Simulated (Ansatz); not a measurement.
## Molecular dynamics of BClH$_{4}$O

input.yaml

```yaml
crystal:
  periodic: [false, false, false]
  atoms:
    - { symbol: B, position_ang: [0.07511, -0.316336, -0.100314] }
    - { symbol: Cl, position_ang: [-0.083625, 0.193524, 2.103052] }
    - { symbol: H, position_ang: [1.138515, 0.135035, -0.376755] }
    - { symbol: H, position_ang: [-0.946684, 0.03989, -0.601716] }
    - { symbol: O, position_ang: [0.110851, -1.715213, 0.364109] }
    - { symbol: H, position_ang: [-0.714841, -2.175648, 0.211184] }
    - { symbol: H, position_ang: [0.070172, -1.190853, 1.491139] }
basis:
  gaussian: { orbitals: def2-SVP }
hamiltonian:
  xc: { name: BHLYP }
  dispersion: d4
md:
  timestep: 0.5
  n_steps: 200
  ensemble: nve
  temperature: 300.0
  initial_velocities: maxwell_boltzmann
  seed: 7346
```

Launched with:

```bash
$ ansatz run input.yaml --threads 1 --pin off --max-ram 2048MiB --backend cpu --events-out ev --progress --plain --runs-dir out
```

It starts at the highest image of a converged band, a first-order saddle point between two minima.

Output, in part (step lines, the closing report, with atoms numbered from 0):

```
md step     0: t =     0.00 fs  T =   300.0 K  F+E_penalty+E_count = -15303.84002979 eV  E_kin = 0.193890 eV  conserved = -15303.64613979 eV  (24 SCF iters)
[... lines left out ...]
Total energy: -15304.55304310 eV, -562.4319505354 hartree
Atom 0 at     0.229292    -1.002738    -1.025426 Å, force    -0.034680    -0.251825     0.841980 eV/Å
Atom 1 at    -0.171249     0.656455     2.887680 Å, force     0.854822     0.084443     0.490498 eV/Å
Atom 2 at     1.257395    -0.588865    -1.413626 Å, force     0.560193     0.107213    -0.301575 eV/Å
Atom 3 at    -0.659966    -0.269135    -0.741336 Å, force    -0.447551     0.237977    -0.232344 eV/Å
Atom 4 at     0.123836    -2.312381    -0.757191 Å, force     0.366850     0.180303    -0.667016 eV/Å
Atom 5 at    -0.767631    -2.562447    -0.569022 Å, force    -0.448125    -0.248610     0.408564 eV/Å
Atom 6 at     0.939407     0.787603     3.571926 Å, force    -0.851507    -0.109501    -0.540108 eV/Å
Dipole moment:    -0.092329    -0.032824     0.219538 e Å
```

The steps, from the saved trajectory:

```csv
time (fs),T (K),potential energy less start (eV),conserved less start (meV/atom)
0.0,300,0.000,0.00
3.0,201,0.065,0.12
6.0,124,0.115,0.19
9.0,115,0.120,0.08
12.0,132,0.109,0.02
15.0,63,0.155,0.21
18.0,141,0.104,0.15
21.0,284,0.011,0.06
24.0,444,-0.092,0.14
27.0,641,-0.219,0.19
30.0,847,-0.352,0.11
33.0,1005,-0.455,0.01
36.0,1024,-0.467,0.18
39.0,1161,-0.556,0.15
42.0,1286,-0.637,0.03
45.0,1340,-0.672,0.04
48.0,1326,-0.662,0.19
51.0,1382,-0.699,0.12
54.0,1438,-0.736,0.02
57.0,1429,-0.729,0.15
60.0,1472,-0.756,0.19
63.0,1512,-0.782,0.11
66.0,1514,-0.784,0.05
69.0,1456,-0.746,0.18
72.0,1458,-0.747,0.17
75.0,1523,-0.790,0.01
78.0,1474,-0.758,0.08
81.0,1426,-0.726,0.19
84.0,1453,-0.745,0.12
87.0,1519,-0.788,0.00
90.0,1452,-0.743,0.16
93.0,1421,-0.723,0.19
96.0,1429,-0.729,0.09
99.0,1406,-0.714,0.08
```

The run went to its last step. The conserved energy stayed within 0.24 meV per atom of its start (net change 0.061 meV per atom), so the integration is sound. The system heated up, since it started high on the potential surface and ran downhill. A run of 0.1 ps of so small a system gives no equilibrium averages. The orbitals stay closed-shell, which can raise the energy where a bond breaks towards radicals; this wasn't checked here.

The step under study would form B1–O5, Cl2–H7 and break B1–Cl2, O5–H7. These pairs go: B1–O5 1.47 → 1.34 Å, Cl2–H7 1.52 → 1.31 Å, B1–Cl2 2.27 → 4.27 Å, O5–H7 1.24 → 5.39 Å. In the last frame they stand as after the step (other bonds may differ from the relaxed reactants and products). It ends as BH3O + ClH. Pairs count as bonded within 1.25 times the sum of covalent radii (0.12 Å more for H–H).

Last frame:

```xyz
7
Properties=species:S:1:pos:R:3
B 0.229 -1.003 -1.025
Cl -0.171 0.656 2.888
H 1.257 -0.589 -1.414
H -0.660 -0.269 -0.741
O 0.124 -2.312 -0.757
H -0.768 -2.562 -0.569
H 0.939 0.788 3.572
```

Time of the run: 2.2 min on 1 thread of AMD EPYC 9R45 96-Core Processor (Zen 5) (shared host), peak memory 0.14 GiB.
